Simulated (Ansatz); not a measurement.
System: pyrite RuS2. Method: PBE+SOC (Ansatz, a program for electronic structure, plane waves, PAW).

Numerical settings: plane-wave cutoff 520 eV, 6×6×6 k mesh, Fermi–Dirac smearing 0.01 eV, PAW data made under PBE.

Cell (measured lattice):

RuS₂ is modelled in the cubic space group Pa-3 (No. 205), Pearson symbol cP12. Conventional cell: a = 5.610 Å, b = 5.610 Å, c = 5.610 Å, α = 90.00°, β = 90.00°, γ = 90.00°. Ru on 4a is coordinated by 6 S at 2.347 Å (octahedral). S on 8c is surrounded by 1 S at 2.211 Å and 3 Ru at 2.347 Å (tetrahedral). (Neighbours: up to the widest gap in distance over summed covalent radii, below 1.35, at either atom; cation-cation and far metal-metal contacts left out.)

Q: Give the computed band gap and smallest direct gap on the k points sampled.

A: 
- band gap = 0.50 eV (indirect)
- smallest direct gap on the k points sampled = 0.74 eV

Note: cell and atoms aren't relaxed at this level (largest force component 0.04 eV/Å, pressure 3.9 GPa).

Computed values are for the static lattice.

Cost on a shared machine: about 11 core-minutes (a rough figure).
